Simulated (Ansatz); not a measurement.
C$_{4}$H$_{9}$N (`NC1CCC1`) at its PBE0-D4/def2-TZVP geometry, where that method's forces vanish. Charge 0, multiplicity 1.

| atom | x (Å) | y (Å) | z (Å) |
| --- | --- | --- | --- |
| N1 | 1.425 | 1.362 | -0.144 |
| C2 | 0.656 | 0.159 | -0.319 |
| C3 | 0.114 | -0.682 | 0.865 |
| C4 | -1.155 | -0.932 | 0.030 |
| C5 | -0.793 | 0.311 | -0.806 |
| H6 | 2.364 | 1.157 | 0.175 |
| H7 | 0.994 | 1.963 | 0.549 |
| H8 | 1.203 | -0.496 | -1.005 |
| H9 | 0.696 | -1.540 | 1.207 |
| H10 | -0.099 | -0.034 | 1.720 |
| H11 | -2.114 | -0.936 | 0.547 |
| H12 | -1.073 | -1.848 | -0.560 |
| H13 | -0.980 | 0.303 | -1.880 |
| H14 | -1.240 | 1.213 | -0.378 |

Question: For each bond, give half the difference of the two atoms' forces along it (eV/Å; positive pushes the atoms apart) under PBE-D4, r2SCAN-D4, B3LYP-D4, ωB97M-V in def2-TZVPP. (Best estimate.)

Answer: Ansatz gave: 
```csv
bond,length (Å),PBE-D4,r2SCAN-D4,B3LYP-D4,ωB97M-V
N1–C2,1.438,0.03,0.11,0.16,0.23
N1–H6,1.012,0.23,0.00,-0.04,-0.07
N1–H7,1.013,0.25,0.01,-0.04,-0.08
C2–C3,1.550,0.11,0.13,0.18,0.06
C2–C5,1.536,0.11,0.12,0.16,0.08
C2–H8,1.095,0.09,-0.08,-0.18,-0.17
C3–C4,1.539,0.09,0.17,0.25,0.21
C3–H9,1.092,0.04,-0.08,-0.14,-0.12
C3–H10,1.094,0.09,-0.06,-0.12,-0.10
C4–C5,1.540,0.10,0.18,0.25,0.20
C4–H11,1.090,0.05,-0.08,-0.15,-0.13
C4–H12,1.092,0.08,-0.07,-0.12,-0.11
C5–H13,1.091,0.04,-0.08,-0.14,-0.13
C5–H14,1.094,0.09,-0.06,-0.11,-0.10
```

B3LYP here is the variant with VWN-RPA as its local correlation; programs differ in this.
